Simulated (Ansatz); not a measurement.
# C2H2NO: the cost of one run

Program: Ansatz 0.2.0. Level of theory: UKS PBE0/def2-SVP. These are calculated values, not measurements.

**1. The starting structure**

Bond lengths: N1–C2 1.160 Å, C2–C3 1.369 Å, C3–O4 1.350 Å, C3–H5 1.081 Å, O4–H6 0.964 Å. Angles: N1–C2–C3 177.5°, C2–C3–O4 121.1°, C2–C3–H5 118.8°, O4–C3–H5 120.1°, C3–O4–H6 111.2°.

Structure file:

```xyz
6

N     0.5549   -2.1637    0.7878
C     0.3491   -1.0942    0.3885
C     0.1649    0.1740   -0.0937
O    -1.0638    0.7319   -0.1372
H     1.0245    0.7291   -0.4436
H    -1.0294    1.6230   -0.5018
```

**2. Relaxing end A**

Contents of input.yaml:

```yaml
crystal:
  periodic: [false, false, false]
  atoms:
    - { symbol: "N", position_ang: [0.55488, -2.16373, 0.78778] }
    - { symbol: C, position_ang: [0.34905, -1.09423, 0.3885] }
    - { symbol: C, position_ang: [0.16487, 0.174, -0.09366] }
    - { symbol: O, position_ang: [-1.06379, 0.73185, -0.13718] }
    - { symbol: H, position_ang: [1.02445, 0.72908, -0.44361] }
    - { symbol: H, position_ang: [-1.02945, 1.62303, -0.50182] }
magnetization:
  spin_polarized: true
  initial_magnetization: 1
basis:
  gaussian: { orbitals: def2-SVP }
hamiltonian:
  xc: pbe0
relax:
  f_tol: 0.015
  max_steps: 40
```

Run with:

```
> ansatz run input.yaml --threads 1 --pin off --max-ram 2048MiB --backend cpu --events-out ev --progress --plain --runs-dir out
```

**Question.** How long does this run take on 1 thread of Intel Xeon Platinum 8488C (Sapphire Rapids), shared host, and how much memory does it need?

About 19 s, with a peak of 0.16 GiB.
